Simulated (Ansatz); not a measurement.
## LO phonon frequency at L of zinc-blende BAs at several levels of theory

No measured value is used here.

```
level (code)           value (cm⁻¹)  cell (Å³/atom)
---------------------  ------------  --------------
LDA (Ansatz)                    713           13.25
PBE (Ansatz)                    684           13.90
PBE-D3(BJ) (Ansatz)             707           13.52
r²SCAN+rVV10 (Ansatz)           711           13.61
PBE0 (Ansatz)                   725           13.57
```

PBE-D3(BJ): the dispersion coefficients are held fixed in the derivatives. Each level is taken at its own relaxed cell. Cutoffs and k meshes differ between the levels. Ansatz's density-functional and Hartree–Fock values are scalar-relativistic unless marked +SOC, with PAW data made under PBE.

Ansatz is a first-principles code.
